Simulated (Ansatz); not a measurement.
SiH2F2 (SMILES F[SiH2]F): methods side by side

SiH2F2 has 5 atoms, charge 0, and is taken as a singlet. As SMILES, `F[SiH2]F`. Geometry: optimised at wB97X-V/def2-SVP.

```xyz
5

F    -1.0957    0.5465    0.9959
Si   -0.0059   -0.0006   -0.0608
F     1.2670   -0.5287    0.7788
H    -0.5925   -1.1411   -0.7964
H     0.4271    1.1238   -0.9176
```

Quantity: the adiabatic ionisation energy (to the doublet cation, shapes relaxed at wB97X-V/def2-SVP, no zero-point term), in eV. The values are calculated.

```json
{"level": "HF/def2-TZVPP", "kind": "Hartree–Fock", "program": "Ansatz", "value (eV)": "11.66", "CPU time (all runs)": "3.1 s"}
{"level": "PBE/def2-TZVPP", "kind": "GGA", "program": "Ansatz", "value (eV)": "11.77", "CPU time (all runs)": "5 s"}
{"level": "r2SCAN/def2-TZVPP", "kind": "meta-GGA", "program": "Ansatz", "value (eV)": "11.90", "CPU time (all runs)": "12 s"}
{"level": "B3LYP/def2-TZVPP", "kind": "global hybrid", "program": "Ansatz", "value (eV)": "12.14", "CPU time (all runs)": "7.2 s"}
{"level": "PBE0-D4/def2-TZVPP", "kind": "global hybrid", "program": "Ansatz", "value (eV)": "12.03", "CPU time (all runs)": "6.3 s"}
{"level": "wB97M-V/def2-TZVPP", "kind": "range-separated hybrid", "program": "Ansatz", "value (eV)": "12.18", "CPU time (all runs)": "22 s"}
{"level": "MP2/def2-TZVPP", "kind": "perturbation theory", "program": "Ansatz", "value (eV)": "12.24", "CPU time (all runs)": "5.3 s"}
```

The values span 11.66 to 12.24 eV. In so small a basis fixed costs decide the times, and correlated methods can beat functionals. Times are those of the runs behind each value, whatever else they computed, on shared processors of several kinds: orders of magnitude only.
